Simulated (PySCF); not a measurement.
**Basis and Hamiltonian dependence of the ionisation energy of C**

C [He] 2s2 2p2 (3P) → C+ [He] 2s2 2p1 (2P). All values are computed (PySCF 2.14, energy differences of UHF-based or UKS calculations, no spin-orbit coupling). Values in eV.

```json
{"basis": "cc-pVDZ-DK", "Hamiltonian": "spin-free X2C", "functions": "14", "UHF": "10.799", "r2SCAN": "n/a", "PBE0": "11.501", "MP2 (valence)": "11.084", "CCSD(T) (valence)": "10.975", "CCSD(T) (valence and next inner shell)": "n/a"}
{"basis": "6-31G*", "Hamiltonian": "non-relativistic", "functions": "14", "UHF": "10.718", "r2SCAN": "n/a", "PBE0": "n/a", "MP2 (valence)": "10.940", "CCSD(T) (valence)": "10.799", "CCSD(T) (valence and next inner shell)": "n/a"}
{"basis": "Sapporo-DZP-2012", "Hamiltonian": "spin-free X2C", "functions": "18", "UHF": "10.784", "r2SCAN": "n/a", "PBE0": "n/a", "MP2 (valence)": "11.122", "CCSD(T) (valence)": "11.027", "CCSD(T) (valence and next inner shell)": "n/a"}
{"basis": "aug-cc-pVDZ-DK", "Hamiltonian": "spin-free X2C", "functions": "23", "UHF": "10.812", "r2SCAN": "11.689", "PBE0": "11.533", "MP2 (valence)": "11.140", "CCSD(T) (valence)": "11.062", "CCSD(T) (valence and next inner shell)": "n/a"}
{"basis": "cc-pVTZ-DK", "Hamiltonian": "spin-free X2C", "functions": "30", "UHF": "10.794", "r2SCAN": "n/a", "PBE0": "n/a", "MP2 (valence)": "11.235", "CCSD(T) (valence)": "11.162", "CCSD(T) (valence and next inner shell)": "n/a"}
{"basis": "dyall-av2z", "Hamiltonian": "non-relativistic", "functions": "42", "UHF": "10.806", "r2SCAN": "11.675", "PBE0": "11.520", "MP2 (valence)": "11.160", "CCSD(T) (valence)": "11.085", "CCSD(T) (valence and next inner shell)": "n/a"}
{"basis": "cc-pVQZ", "Hamiltonian": "non-relativistic", "functions": "55", "UHF": "10.799", "r2SCAN": "n/a", "PBE0": "n/a", "MP2 (valence)": "11.274", "CCSD(T) (valence)": "11.201", "CCSD(T) (valence and next inner shell)": "n/a"}
{"basis": "aug-cc-pCVTZ-DK", "Hamiltonian": "spin-free X2C", "functions": "59", "UHF": "10.793", "r2SCAN": "11.664", "PBE0": "11.509", "MP2 (valence)": "11.249", "CCSD(T) (valence)": "11.179", "CCSD(T) (valence and next inner shell)": "11.201"}
{"basis": "x2c-QZVPPall with one added diffuse shell each of s, p, d, f type", "Hamiltonian": "spin-free X2C", "functions": "73", "UHF": "10.797", "r2SCAN": "11.661", "PBE0": "11.509", "MP2 (valence)": "11.277", "CCSD(T) (valence)": "11.203", "CCSD(T) (valence and next inner shell)": "11.227"}
{"basis": "aug-cc-pCVTZ-DK with one added diffuse shell each of s, p, d, f type", "Hamiltonian": "spin-free X2C", "functions": "75", "UHF": "10.792", "r2SCAN": "11.663", "PBE0": "11.508", "MP2 (valence)": "11.248", "CCSD(T) (valence)": "11.179", "CCSD(T) (valence and next inner shell)": "11.200"}
{"basis": "aug-cc-pVQZ with one added diffuse shell each of s, p, d, f, g type", "Hamiltonian": "non-relativistic", "functions": "105", "UHF": "10.799", "r2SCAN": "11.667", "PBE0": "11.514", "MP2 (valence)": "11.284", "CCSD(T) (valence)": "n/a", "CCSD(T) (valence and next inner shell)": "n/a"}
{"basis": "aug-cc-pwCVQZ", "Hamiltonian": "non-relativistic", "functions": "109", "UHF": "10.799", "r2SCAN": "11.668", "PBE0": "11.514", "MP2 (valence)": "11.286", "CCSD(T) (valence)": "n/a", "CCSD(T) (valence and next inner shell)": "n/a"}
{"basis": "aug-cc-pV5Z", "Hamiltonian": "non-relativistic", "functions": "127", "UHF": "10.800", "r2SCAN": "11.668", "PBE0": "11.514", "MP2 (valence)": "11.298", "CCSD(T) (valence)": "n/a", "CCSD(T) (valence and next inner shell)": "n/a"}
```

Task: Estimate the row for x2c-TZVPPall (spin-free X2C, 31 functions).

Result: From the rows with the same Hamiltonian and similar size; the calculation gives UHF 10.80; r2SCAN 11.66; PBE0 11.51; MP2 (valence) 11.24; CCSD(T) (valence) 11.17; CCSD(T) (valence and next inner shell) 11.18 (eV).

Frozen in the all-electron rows: valence: 1s2; valence and next inner shell: nothing.

Reference for a calculation without spin-orbit coupling: 11.262 eV (measured, between term centres; NIST).
